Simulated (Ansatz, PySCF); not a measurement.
Molecule: sum formula HOCl, charge 0, multiplicity 1. 
Coordinates optimised at B3LYP-D3(BJ)/def2-TZVP (Ansatz, a first-principles code):
```
O
H 1 0.9686
Cl 1 1.7015 2 103.27
```
Charge 0, spin multiplicity 1.


Wanted: enthalpy of formation at 298 K (from the atomisation energy, B3LYP-D3(BJ)/def2-TZVP harmonic zero-point and thermal terms from PySCF, and the atoms' enthalpies of formation in the G2/97 table; no spin-orbit terms, and no core term in the frozen-core levels), in kcal/mol. Valence correlation only, unless marked. Open shells are spin-unrestricted. No spin-orbit coupling. Non-relativistic. The coupled-cluster limit lacks core correlation, which all-electron functionals hold. CBS marks a two-point X^-3 extrapolation of the correlation energy; Hartree-Fock from the larger set.

```
level                                                program  enthalpy of formation at 298 K (kcal/mol)  minus last row
--------------------------------------------  --------------  -----------------------------------------  --------------
B3LYP-D3(BJ)/def2-TZVPD                       Ansatz + dftd3                                      -16.3             3.0
M06-2X/def2-TZVPD                                      PySCF                                      -18.0             1.3
B2PLYP-D4/def2-TZVPD                          Ansatz + dftd4                                      -14.1             5.2
MP2/def2-SVP                                          Ansatz                                        0.4            19.7
MP2/def2-TZVPPD                                       Ansatz                                      -18.8             0.5
CCSD(T)/def2-QZVPPD                                   Ansatz                                      -16.0             3.3
CCSD(T)/CBS(aug-cc-pV(T+d)Z,aug-cc-pV(Q+d)Z)          Ansatz                                      -19.3             0.0
```
